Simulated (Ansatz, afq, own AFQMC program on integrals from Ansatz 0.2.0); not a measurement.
## CH4ClGe, doublet in def2-TZVP, levels against AFQMC with the constraint released

```yaml
atoms:
  - { symbol: C, position_ang: [-0.2259, 1.1481, -0.3301] }
  - { symbol: Ge, position_ang: [-0.2257, -0.6873, 0.3511] }
  - { symbol: Cl, position_ang: [-0.6615, -2.0044, -1.3302] }
  - { symbol: H, position_ang: [-1.2124, 1.3666, -0.7677] }
  - { symbol: H, position_ang: [-0.0292, 1.8495, 0.4940] }
  - { symbol: H, position_ang: [0.5455, 1.2687, -1.1026] }
  - { symbol: H, position_ang: [-1.3637, -0.9232, 1.3838] }
```

Basis def2-TZVP. Noble-gas cores (and the filled d shells of Ga–Kr and In–Xe) are frozen. AFQMC by an in-house program on the Cholesky factors that Ansatz 0.2.0 writes for its CCSD(T) run. The CISD trial takes its coefficients from CCSD amplitudes. Released means that phaseless walkers are propagated on without the constraint, phases kept. Uncertainties: one standard error, sampling alone. No spin–orbit coupling.

Determinant: UHF, the one that the program's search chose, which needn't be the lowest solution. The geometry is a PBE0/def2-SVP stationary point of this or a neighbouring charge and spin state.

No full CI on the walks' own integrals is used here. The released AFQMC energy serves as the reference, which it does only where one determinant dominates, the energy is flat over the last release times and near the phaseless one (40 meV or 2 meV an electron, half that with transition metals). On small molecules, where full CI could be run and the noise was under 10 meV, such values lay within 10 meV of it in 19 cases of 20, a flattering rate, since the rule was set on those same cases; what remains of the bias isn't in the error bar.

Cautions: no relativity below Rb; no spin-orbit coupling; inner d shell frozen; the released value is read at 0.99 1/Eh with a noise of 17 meV, more than in the cases checked, later times being too noisy (meV from the phaseless value at times in 1/Eh: 4 ± 11 at 0.24, -14 ± 15 at 0.51, -15 ± 17 at 0.99, -34 ± 21 at 1.50).

The T1 diagnostic is 0.0117 and the weight of the determinant in the CISD state is 0.821. The ⟨S²⟩ of the determinant is 0.755 and the size of the correlated space is 19 electrons in 120 orbitals.

Reference: AFQMC with the constraint released, correlation energy -14.115 ± 0.017 eV.

```csv
level,E − E(reference) (meV),share of correlation (%)
HF,14114.7 ± 16.7,0.00
MP2,1817.5 ± 16.7,87.12
CCSD,600.6 ± 16.7,95.74
CCSD(T),69.3 ± 16.7,99.51
ph-AFQMC/CISD,15.2 ± 19.3,99.89
```

Released energies are given only where the last usable release times agree within the noise; a slower fall can still hide under it.
